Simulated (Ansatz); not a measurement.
# MgP (quartet): from Hartree-Fock to the top rungs, def2-TZVPP

The task here is to estimate one member of a computed series from the others.

Program: Ansatz 0.2.0, Gaussian basis. Level of theory: def2-TZVPP, core rule «outside noble gas», up to 10 orbitals frozen. These are calculated values, not measurements.

Plan: UHF; ROHF; CCSD(T) on UHF.

**The geometry**

The geometry is a PBE0/def2-TZVP stationary point (not a proven minimum).

2 atoms, charge 0, spin multiplicity 4.

Atoms are counted from 1 here; the program's logs count them from 0.

Bond lengths: P1–Mg2 2.535 Å.

The first run:

Input file in.yaml:

```yaml
crystal:
  periodic: [false, false, false]
  atoms:
    - {symbol: P, position_ang: [0.000000, 0.000000, 0.000000]}
    - {symbol: Mg, position_ang: [0.000000, 0.000000, 2.535200]}
basis:
  gaussian: {orbitals: def2-TZVPP}
magnetization: {spin_polarized: true, initial_magnetization: 3}
hamiltonian: {xc: hf}
output: {orbitals: {seedname: orbitals}}
```

On the command line:

```console
> ansatz run in.yaml --threads 1 --pin off --events-out ev --progress --plain --max-ram 2816MiB --backend cpu
```

Steps of the session up to this table: UHF; ROHF; CCSD(T) on UHF.

One table of the session follows, with a row left open; its other results are not shown here.

| method | from UCCSD(T) (meV) |
| --- | --- |
| ROHF | +4122.9 |
| UHF | ? |
| UMP2 | +840.0 |
| UCCSD | +180.2 |
| UCCSD(T) | 0 |

**Question.** Estimate the row for UHF.

**Answer.** from UCCSD(T) (meV): +3950.3. In the column «from UCCSD(T) (meV)» it lies between UMP2 (+840.0) and ROHF (+4122.9).

With the free atoms at the same levels and basis (separate runs), the atomisation energy is 0.488 eV at UCCSD(T), 0.118 eV at ROHF.
